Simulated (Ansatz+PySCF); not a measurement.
Values are calculated unless marked as measured or tabulated.
A run of Ansatz (development build ahead of 0.2.0) on doublet C₂H₂F at this shape:

```xyz
5

F     0.0000   -0.0998   -1.8633
C     0.0000    0.4994   -0.6936
C     0.0000   -0.0076    0.5174
H     0.0000    0.6437    1.3795
H     0.0000   -1.0357    0.6599
```

Its results:

```yaml
Converged: yes
Reference_energy: -176.29789 hartree
Correlation_energy: -0.58381 hartree
Total_energy: -176.88170 hartree
Spin_squared_of_the_determinant: 0.750
Stability_test: minimum among restricted orbitals
T1_diagnostic: 0.021
Occupied_orbitals_by_symmetry_in_an_Abelian_subgroup_alpha;_beta: 10 A' 2 A''; 9 A' 2 A''
```

(1) Which input gives this output? Name the method, the orbitals and the basis set, and write the input.

Answers

(1) ROHF-CCSD(T) in cc-pVTZ.

```yaml
crystal:
  periodic: [false, false, false]
  atoms:
    - { symbol: F, position_ang: [0.0, -0.09979, -1.86325] }
    - { symbol: C, position_ang: [0.0, 0.49943, -0.69356] }
    - { symbol: C, position_ang: [0.0, -0.00758, 0.51742] }
    - { symbol: H, position_ang: [0.0, 0.64368, 1.37948] }
    - { symbol: H, position_ang: [0.0, -1.03573, 0.65992] }
basis:
  gaussian: { orbitals: cc-pVTZ }
magnetization:
  initial_magnetization: 1
hamiltonian:
  xc: hf
correlation:
  method: ccsd_t
  frozen_orbitals: { C: 1, F: 1, H: 0 }
```
